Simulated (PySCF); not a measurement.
Molfile (atoms numbered from 1):
```
C2H3Cl
     RDKit          3D

  6  5  0  0  0  0  0  0  0  0999 V2000
   -0.7311   -0.1274   -0.0055 C   0  0  0  0  0  0  0  0  0  0  0  0
    0.5437    0.2473    0.0051 C   0  0  0  0  0  0  0  0  0  0  0  0
    1.8627   -0.8658    0.0100 Cl  0  0  0  0  0  0  0  0  0  0  0  0
   -1.0243   -1.1794   -0.0109 H   0  0  0  0  0  0  0  0  0  0  0  0
   -1.5150    0.6331   -0.0089 H   0  0  0  0  0  0  0  0  0  0  0  0
    0.8641    1.2920    0.0104 H   0  0  0  0  0  0  0  0  0  0  0  0
  1  2  2  0
  2  3  1  0
  1  4  1  0
  1  5  1  0
  2  6  1  0
M  END
```

How the numbers were obtained: σ from GIAO-PBE0/pcSseg-1, coordinates at the PBE0-D3(BJ)/def2-SVP level, in PySCF (one conformer, gas phase, non-relativistic).

Scale: 13C and 1H vs TMS; HCl for 35Cl (reference shieldings calculated alike).

| atoms | nucleus | count | δ (ppm) |
| --- | --- | --- | --- |
| H5 | 1H | 1 | 5.61 |
| C2 | 13C | 1 | 141.0 |
| H4 | 1H | 1 | 5.72 |
| Cl3 | 35Cl | 1 | ? |
| C1 | 13C | 1 | 125.1 |
| H6 | 1H | 1 | ? |

**Question.** Complete the table.

**Answer.** 
- H6: 6.27 ppm, hydrogen on an alkene CH; a vinylic proton, deshielded by the sp2 carbon and the C=C anisotropy
- Cl3: 225 ppm, chlorine bonded to C

Carbons that carry Cl, above all several Cl atoms, come out too deshielded, partly because spin–orbit coupling is missing. Shifts are as computed. Against solution values, carbons near 30 ppm lie about +2 ppm off and those near 130 ppm about +5 ppm; carbons on Cl a further +5 ppm. Of 1211 compounds with measured shifts, 218 miss one by over three times the rms of a fit or turn the order of signals round; such compounds aren't used in these exercises.
